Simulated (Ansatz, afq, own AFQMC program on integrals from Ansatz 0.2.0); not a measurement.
# Al2H2⁺, quartet in cc-pVDZ, levels against CCSDTQ

```xyz
4

Al    0.0000    0.0000    1.1500
Al    0.0000    0.0000   -1.1500
H     0.0000    0.0000    2.7245
H     0.0000    0.0000   -2.7245
```

Connectivity, by distances: AlH–AlH.

Basis cc-pVDZ. Noble-gas cores (and the filled d shells of Ga–Kr and In–Xe) are frozen. AFQMC by an in-house program on the Cholesky factors that Ansatz 0.2.0 writes for its CCSD(T) run. ph-AFQMC/CISD is guided by a CISD state made of CCSD amplitudes; releasing the constraint for a short imaginary time cuts its bias at the price of noise, slowly where states lie close. Uncertainties: one standard error, sampling alone.

Determinant: UHF, the one that the program's search chose, which needn't be the lowest solution. The geometry is a PBE0/def2-TZVP stationary point of this or a neighbouring charge and spin state.

No full CI on the walks' own integrals is used here; CCSDTQ serves as the reference and is uncertain by about the last step of the cluster series.

Cautions: another spin lies lower (by 3.10 eV); raised T1 diagnostic (T1 0.046, weight of the determinant 0.87, largest double 0.08); the released energies are still falling, so no released level is given (meV from the phaseless value at times in 1/Eh: -6 ± 3 at 0.24, -8.9 ± 2.1 at 0.51, -11 ± 3 at 0.99, -17.6 ± 1.8 at 1.62, -22 ± 3 at 2.40).

* T1 diagnostic: 0.0458
* weight of the determinant in the CISD state: 0.870
* ⟨S²⟩ of the determinant: 3.754
* size of the correlated space: 7 electrons in 36 orbitals

Reference: CCSDTQ, correlation energy -3.061 eV.

| level | E − E(reference) (mEh) | share of correlation (%) |
| --- | --- | --- |
| HF | 112.49 | 0.00 |
| MP2 | 37.30 | 66.84 |
| CCSD | 5.53 | 95.08 |
| CCSD(T) | 1.96 | 98.26 |
| CCSDT | 0.20 | 99.82 |
| CCSDT(Q) | 0.03 | 99.98 |
| ph-AFQMC/CISD | 1.16 ± 0.12 | 98.97 |

CCSDT and higher add their correlation energy to the determinant of the CCSD(T) run, since their own runs factorise the integrals more tightly (a shift of under 2 meV). A walk keeps the symmetry of its determinant, which the program's search chose and which needn't be the lowest solution, so a lower state of the same spin and another symmetry isn't excluded.
